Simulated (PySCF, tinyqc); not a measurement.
RHF in the sto-3g basis, for LiH, spin multiplicity 1, step by step. The lowest restricted solution is unstable here: a spin-polarised one lies 0.0422 hartree lower (PySCF). One step of it, computed by the program tinyqc.

Question. Iteration 2: building the Fock matrix. J_ij = sum D_kl (ij|kl), K_ij = sum D_kl (ik|jl); F = H + J - 0.5 K; E = tr D H + tr D J / 2 - 0.25 tr D K + E_nn.

D after iteration 1:
```
            1Li 1s     1Li 2s   1Li 2px   1Li 2py    1Li 2pz      2H 1s
1Li 1s    2.004548  -0.068120  0.000000  0.000000  -0.049513  -0.209425
1Li 2s   -0.068120   0.469218  0.000000  0.000000   0.181807   0.716078
1Li 2px   0.000000   0.000000  0.000000  0.000000   0.000000   0.000000
1Li 2py   0.000000   0.000000  0.000000  0.000000   0.000000   0.000000
1Li 2pz  -0.049513   0.181807  0.000000  0.000000   0.070712   0.278680
2H 1s    -0.209425   0.716078  0.000000  0.000000   0.278680   1.098392
```

core Hamiltonian H = T + V (hartree):
```
            1Li 1s     1Li 2s    1Li 2px    1Li 2py    1Li 2pz      2H 1s
1Li 1s   -4.605634  -1.032697   0.000000   0.000000  -0.005862  -0.023957
1Li 2s   -1.032697  -1.301409   0.000000   0.000000  -0.066536  -0.238832
1Li 2px   0.000000   0.000000  -1.058784   0.000000   0.000000   0.000000
1Li 2py   0.000000   0.000000   0.000000  -1.058784   0.000000   0.000000
1Li 2pz  -0.005862  -0.066536   0.000000   0.000000  -1.104727  -0.350414
2H 1s    -0.023957  -0.238832   0.000000   0.000000  -0.350414  -1.065194
```

Two-electron integrals (ij|kl) in chemists' order, unique and non-zero (hartree):
```
(11|11) 1.680395   (21|11) 0.265420   (21|21) 0.049941   (22|11) 0.397727
(22|21) 0.092860   (22|22) 0.290562   (31|31) 0.008981   (32|31) 0.013788
(32|32) 0.064184   (33|11) 0.396640   (33|21) 0.092880   (33|22) 0.290497
(33|33) 0.312946   (41|41) 0.008981   (42|41) 0.013788   (42|42) 0.064184
(43|43) 0.016869   (44|11) 0.396640   (44|21) 0.092880   (44|22) 0.290497
(44|33) 0.279207   (44|44) 0.312946   (51|51) 0.008981   (52|51) 0.013788
(52|52) 0.064184   (53|53) 0.016869   (54|54) 0.016869   (55|11) 0.396640
(55|21) 0.092880   (55|22) 0.290497   (55|33) 0.279207   (55|44) 0.279207
(55|55) 0.312946   (61|11) 0.005390   (61|21) 0.001043   (61|22) 0.002054
(61|33) 0.002021   (61|44) 0.002021   (61|51) 0.000161   (61|52) 0.000324
(61|55) 0.002120   (61|61) 0.000025   (62|11) 0.043614   (62|21) 0.010454
(62|22) 0.039275   (62|33) 0.036902   (62|44) 0.036902   (62|51) 0.001484
(62|52) 0.012468   (62|55) 0.043978   (62|61) 0.000280   (62|62) 0.013032
(63|31) 0.000426   (63|32) 0.002745   (63|53) 0.001412   (63|63) 0.000503
(64|41) 0.000426   (64|42) 0.002745   (64|54) 0.001412   (64|64) 0.000503
(65|11) 0.064098   (65|21) 0.015407   (65|22) 0.058730   (65|33) 0.054836
(65|44) 0.054836   (65|51) 0.002285   (65|52) 0.019420   (65|55) 0.066455
(65|61) 0.000418   (65|62) 0.020436   (65|65) 0.032120   (66|11) 0.199535
(66|21) 0.048112   (66|22) 0.195238   (66|33) 0.181101   (66|44) 0.181101
(66|51) 0.005857   (66|52) 0.064182   (66|55) 0.223213   (66|61) 0.001269
(66|62) 0.089116   (66|65) 0.141877   (66|66) 0.774606
```

nuclear repulsion = 0.59861675 hartree

Give: Coulomb J; exchange K; Fock matrix F; total energy of this density.

Answer.

Coulomb J (hartree):
```
         1Li 1s  1Li 2s  1Li 2px  1Li 2py  1Li 2pz   2H 1s
1Li 1s   3.8620  0.6514   0.0000   0.0000   0.0139  0.0139
1Li 2s   0.6514  1.2441   0.0000   0.0000   0.1210  0.2397
1Li 2px  0.0000  0.0000   1.2200   0.0000   0.0000  0.0000
1Li 2py  0.0000  0.0000   0.0000   1.2200   0.0000  0.0000
1Li 2pz  0.0139  0.1210   0.0000   0.0000   1.2852  0.3683
2H 1s    0.0139  0.2397   0.0000   0.0000   0.3683  1.5806
```

exchange K (hartree):
```
          1Li 1s  1Li 2s  1Li 2px  1Li 2py  1Li 2pz   2H 1s
1Li 1s    3.3557  0.5465   0.0000   0.0000  -0.0012  0.0087
1Li 2s    0.5465  0.3015   0.0000   0.0000   0.1468  0.2937
1Li 2px   0.0000  0.0000   0.0525   0.0000   0.0000  0.0000
1Li 2py   0.0000  0.0000   0.0000   0.0525   0.0000  0.0000
1Li 2pz  -0.0012  0.1468   0.0000   0.0000   0.1675  0.3083
2H 1s     0.0087  0.2937   0.0000   0.0000   0.3083  1.0728
```

Fock matrix F (hartree):
```
          1Li 1s   1Li 2s  1Li 2px  1Li 2py  1Li 2pz    2H 1s
1Li 1s   -2.4214  -0.6546   0.0000   0.0000   0.0086  -0.0144
1Li 2s   -0.6546  -0.2081   0.0000   0.0000  -0.0189  -0.1459
1Li 2px   0.0000   0.0000   0.1349   0.0000   0.0000   0.0000
1Li 2py   0.0000   0.0000   0.0000   0.1349   0.0000   0.0000
1Li 2pz   0.0086  -0.0189   0.0000   0.0000   0.0967  -0.1363
2H 1s    -0.0144  -0.1459   0.0000   0.0000  -0.1363  -0.0210
```

total energy of this density = -7.734602 hartree
